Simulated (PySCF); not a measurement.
Work out the structure from these simulated measurements.

Formula: C4H7P.

* 13C NMR: chemical shifts (computed TMS as zero) by class: 139.8 (2 C), 32.4 (2 C) ppm [GIAO PBE0/pcSseg-1]
* Dipole: 1.19 D [CAM-B3LYP/def2-SVPD]
* UV, first state: lowest singlet excitation: 6.19 eV (200 nm, f = 0.003) [TDDFT CAM-B3LYP/def2-SVPD]
* Polarisability: 68.5 au [CAM-B3LYP/def2-SVPD]
* UV, strongest line: among the 8 lowest singlet transitions: S5 at 7.04 eV (176 nm, f = 0.107) [TDDFT CAM-B3LYP/def2-SVPD]
* Rotational structure: rotational constants A, B, C: 6.487, 4.544, 2.872 GHz [GFN2-xTB]
* 1H NMR: chemical shifts (computed TMS as zero) by class: 6.29 (2 H), 3.15 (1 H), 2.55 (4 H) ppm [GIAO PBE0/pcSseg-1]
* Triplet: lowest triplet excitation (Tamm–Dancoff): 4.36 eV [TDA CAM-B3LYP/def2-SVPD]

Gas-phase values; electronic properties from PySCF, density fitting. Levels stand in brackets. One conformer (not necessarily the lowest) at the GFN2-xTB geometry, without solvent, vibrations or thermal averaging. NMR values are class means; diastereotopic atoms form classes of their own.

Task: What is the compound? Reason from the data.

Result: Numbering: `[CH:1]1=[CH:2][CH2:3][PH:4][CH2:5]1`. 4 carbons fall into 2 classes; from least to most shielded: alkene CH carbon [C1/C2] (139.8 ppm, 2 C), ring sp3 carbon bound to phosphorus [C3/C5] (32.4 ppm, 2 C). Hydrogen classes from least to most shielded: 2 H on 2 alkene CH carbons, C1/C2 (6.29 ppm), 1 H on a phosphine phosphorus, P4 (3.15 ppm), 4 H on 2 like atoms (sp3 carbon bound to phosphorus), C3/C5 (2.55 ppm). The optimised geometry has point group Cs and is an asymmetric top. Structure: `C1=CCPC1`. Computed isomers that give other values at the same levels: `C#CP(C)C` (13C chemical shifts (computed TMS as zero) by class: 99.2 (1 C), 93.2 (1 C), 19.4 (2 C) ppm); `CC(C)C#P` (13C chemical shifts (computed TMS as zero) by class: 195.5 (1 C), 33.5 (1 C), 26.8 (2 C) ppm); `CCCC#P` (13C chemical shifts (computed TMS as zero) by class: 190.4 (1 C), 34.3 (1 C), 27.7 (1 C), 14.8 (1 C) ppm). The assignments are read from this structure; whether some other isomer fits the data as well wasn't checked.
